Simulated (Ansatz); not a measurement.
# AlSiHS+ (doublet): the correlation ladder, cc-pVDZ

The task here is to estimate one member of a computed series from the others.

Program: Ansatz 0.2.0, Gaussian basis. Level of theory: cc-pVDZ, core rule «outside noble gas», up to 15 orbitals frozen. These are calculated values, not measurements.

The runs, in order: UHF; CCSD(T) on ROHF; CCSD(T) on UHF; BCCD(T) on ROHF; CISD; CCSDT(Q) on ROHF; CCSDT(Q) on UHF; CASSCF and MRCISD+Q, 9 electrons in 9 orbitals; CASSCF and NEVPT2, 9 electrons in 9 orbitals.

19 further runs of the same task are left out: 6 that didn't finish, 13 set aside as unsound or not needed.

**The system**

The geometry is a PBE0/def2-TZVP stationary point (not a proven minimum) of the parent state, kept for this charge and spin.

4 atoms, charge 1, spin multiplicity 2.

Atoms are counted from 1 here; the program's logs count them from 0.

Bond lengths: S1–Al2 2.199 Å, S1–H4 1.347 Å, Al2–Si3 2.346 Å. Angles: Al2–S1–H4 91.0°, S1–Al2–Si3 178.7°.

Set-up of the first run:

The input, in.yaml:

```yaml
crystal:
  periodic: [false, false, false]
  atoms:
    - {symbol: S, position_ang: [-0.000005, -0.373242, 1.669500]}
    - {symbol: Al, position_ang: [0.000013, -0.307465, -0.528629]}
    - {symbol: Si, position_ang: [-0.000005, -0.291203, -2.875005]}
    - {symbol: H, position_ang: [-0.000003, 0.971910, 1.734134]}
basis:
  gaussian: {orbitals: cc-pVDZ}
total_charge: 1
magnetization: {spin_polarized: true, initial_magnetization: 1}
hamiltonian: {xc: hf}
output: {orbitals: {seedname: orbitals}}
```

Run with:

```bash
ansatz run in.yaml --threads 1 --pin off --events-out ev --progress --plain --max-ram 2393MiB
```

Steps of the session up to this table: UHF; CCSD(T) on ROHF; CCSD(T) on UHF; BCCD(T) on ROHF; CISD; CCSDT(Q) on ROHF; CCSDT(Q) on UHF; CASSCF and MRCISD+Q, 9 electrons in 9 orbitals; CASSCF and NEVPT2, 9 electrons in 9 orbitals.

One of the session's tables, all rows but one given; the rest of the session is left out.

```
           method  from UCCSDT(Q) (meV)
             ROHF               +7789.2
              UHF               +7649.5
             RMP2               +1485.4
             UMP2                     ?
             CISD               +1182.6
            RCCSD                +340.6
            UCCSD                +351.0
         RCCSD(T)                 +70.5
         UCCSD(T)                 +77.4
          BCCD(T)                 +69.7
           RCCSDT                 +23.0
           UCCSDT                 +24.2
        RCCSDT(Q)                  +2.5
        UCCSDT(Q)                     0
  CASSCF frontier               +5813.4
  MRCISD frontier                +739.1
MRCISD+Q frontier                 +91.9
```

**Question.** Estimate the row for UMP2.

The run gave: from UCCSDT(Q) (meV): +1637.3. In the column «from UCCSDT(Q) (meV)» it lies between RMP2 (+1485.4) and CASSCF frontier (+5813.4).

Among the levels timed on like hardware and quicker than the yardstick, those that no quicker one beats, quickest first: CISD (9 s, +1182.6 meV); BCCD(T) (18 s, +69.7 meV); RCCSDT(Q) (3.1 min, +2.5 meV).

Not comparable, so not listed: CASSCF and NEVPT2, 9 electrons in 9 orbitals (they don't share determinant, frozen orbitals or solution with the rows shown, or repeat one).

Caveats from the session: Restricted and unrestricted rows rest on different reference determinants; where their highest levels disagree by more than a few hundredths of an eV, they describe different states and don't form one ladder. Warnings in the runs' records: passed over end.
